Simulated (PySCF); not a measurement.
C2H5NS.
Geometry (PBE0-D3(BJ)/def2-SVP, Å), atoms numbered from 1 in this order:
```
atom  x, y, z in Å
N1     1.6361    0.2321    0.6507
C2     0.6686   -0.3824    0.1095
C3    -0.7456   -0.0236    0.4308
S4    -1.5937    0.6455   -1.0371
H5     2.5281   -0.1234    0.2942
H6     0.7861   -1.1799   -0.6504
H7    -1.3249   -0.9203    0.7022
H8    -0.7727    0.6869    1.2689
H9    -0.7958    1.7269   -1.1730
```

The closed-shell ground state was solved at several levels (PySCF, density fitting, gas phase, non-relativistic).

| level | basis functions | total energy (Eh) | HOMO (eV) | LUMO (eV) | gap (eV) | dipole (D) |
| --- | --- | --- | --- | --- | --- | --- |
| PBE0/pcSseg-1 | 100 | -531.8067 | -7.13 | -0.49 | 6.64 | 1.35 |
| CAM-B3LYP/pcSseg-2 | 221 | -532.1569 | -8.52 | 0.53 | 9.05 | 1.41 |

(1) Estimate the row for CAM-B3LYP/def2-SVPD, a basis of 127 functions; the other rows only guide the guess.

(2) Over all these levels, which gives the widest orbital gap and which the narrowest?

(3) How far do the dipole and the HOMO energy spread over the levels?

Results:

(1) Total energy -531.8685 Eh, HOMO -8.53 eV, LUMO 0.44 eV, gap 8.97 eV, dipole 1.41 D.

(2) CAM-B3LYP/pcSseg-2 (range-separated hybrid) has the widest, 9.05 eV, and PBE0/pcSseg-1 (global hybrid, 25 % exact exchange) the narrowest, 6.64 eV. Functional and basis both differ between the two, so the spread mixes both effects.

(3) The dipole runs from 1.35 to 1.41 D (mean 1.39 D) and the HOMO from -8.53 to -7.13 eV.

One conformer stands for the species.
